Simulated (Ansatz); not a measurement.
Coupled-cluster diagnostics for the cluster Si3⁻, Ansatz.

Geometry of the doublet (PBE-D4/def2-TZVPD):

```xyz
3

Si   -0.375    0.364    1.271
Si   -0.661    0.362   -1.149
Si    1.035   -0.726   -0.122
```

Correlated methods freeze 15 core orbitals. At PBE0-D4/def2-TZVPD a triplet of charge 0 lies 0.38 eV below the restricted singlet at the same geometry. The structure comes from a short search, and lower isomers may exist.

Geometry of the charge -1 quartet (PBE-D4/def2-TZVPD):

Cartesian coordinates in Å:
```
Si 1.079 -0.900 0.028
Si -1.056 0.062 0.926
Si -0.023 0.838 -0.954
```

Q: Estimate the CCSD(T) correlation energy, the shares of MP2 and (T), T1 and the reference's ⟨S²⟩ for: charge -1, doublet, own geometry in def2-TZVPPD; charge -1, quartet, own geometry in def2-TZVPPD; charge 0, singlet, vertical in def2-TZVPPD; and the rough time on 4 threads of Arm Neoverse V2 on a shared host.

A: 
| state | basis | correlation (eV) | MP2 share (%) | (T) share (%) | T1 | ⟨S²⟩ (pure) | wall time | remarks |
| --- | --- | --- | --- | --- | --- | --- | --- | --- |
| charge -1, doublet, own geometry | def2-TZVPPD | -10.170 | 85.9 | 7.8 | 0.029 | 0.81 (0.75) | 8 s | – |
| charge -1, quartet, own geometry | def2-TZVPPD | -9.713 | 81.5 | 7.9 | 0.060 | 4.14 (3.75) | 11 s | large T1, spin-contaminated |
| charge 0, singlet, vertical | def2-TZVPPD | -9.970 | 85.7 | 8.1 | 0.028 | 0.00 (0.00) | 5.5 s | large T1, restricted SCF unstable |
Customary marks for T1 are 0.02 (closed shells), 0.045 (open shells) and about 0.05 (3d metals). T1 exceeds 0.02 in 3 of 3 rows and 0.045 in 1; the higher it lies, the less the single-reference result can be trusted.
